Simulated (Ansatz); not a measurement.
How far each method lies from full CI for HGaB, doublet

Geometry: that of the HGaB, quartet, kept fixed. The quartet lies 1.1 eV lower here.

```xyz
3

B     0.0000    0.0000    1.7828
Ga    0.0000    0.0000   -0.1197
H     0.0000    0.0000   -1.6631
```

Basis 6-31G (Cartesian d functions); Ansatz 0.2.0. Correlated methods freeze the noble-gas cores and the filled d shells of p-block atoms, which leaves 7 electrons in 25 orbitals. R marks a restricted (for open shells ROHF) determinant, U an unrestricted one. Active spaces: valence = (7e, 9o) chosen from the atoms' valence shells. No spin–orbit coupling is included, and no scalar relativity.

Full CI is exact within this basis and frozen core; it isn't the basis-set limit. The frozen core follows each run's orbitals, which can shift R against U totals by a few meV for light atoms and by up to 0.1 eV past Ca.

```
UHF ⟨S²⟩                          : 1.759
T1 diagnostic (RCCSD)             : 0.0255
largest doubles amplitude (RCCSD) : 0.109
```

| level | E − E(full CI) (kJ/mol) | share of correlation (%) | wall time |
| --- | --- | --- | --- |
| RCCSDT† | 5.9 | – | – |
| RCCSDT(Q)† | 5.2 | – | 14 s |
| CASSCF (valence space) | 60.3 | 78.41 | – |
| NEVPT2 (valence space) | 16.8 | 93.98 | 6.5 s |
| MRCISD (valence space) | 0.7 | 99.77 | – |
| MRCISD+Q (valence space) | -0.5 | 100.17 | 9.5 s |

A dagger marks rows that describe another state than the reference (another or a broken symmetry, a higher spin or other natural occupations), so the difference holds a gap between states beside the method's error.

The correlation energy at full CI, counted from the determinant under the R cluster runs, is -2.895 eV. That run took 2.1 min on 1 thread of AMD EPYC 7B13, shared host over 7,301,498 determinants.

Run but not shown, since their state, orbitals or frozen core can't be matched to the reference's or they repeat it: RHF, UHF, RMP2, UMP2, RCCSD, UCCSD, RCCSD(T), UCCSD(T), BCCD(T), UCCSDT, UCCSDT(Q).

Times hold each run's SCF and search for its determinant on a shared host, so for small cases they say little of a method's own cost; they ran on 1 thread of AMD EPYC 7B13.

Unrestricted levels hold only the spin's projection, and here they fall towards a lower state of higher spin.

The full-CI state has the irrep A1 of C2v, in the program's axes (one component, if the state is degenerate).

Natural occupations of full CI about the gap: 1.964 1.945 0.991 0.958 0.912 0.075 0.072 0.046 0.012 0.006; effectively unpaired electrons, Σ n²(2−n)², 3.05. No single determinant describes this state well, so single-reference rows can miss without a flag.
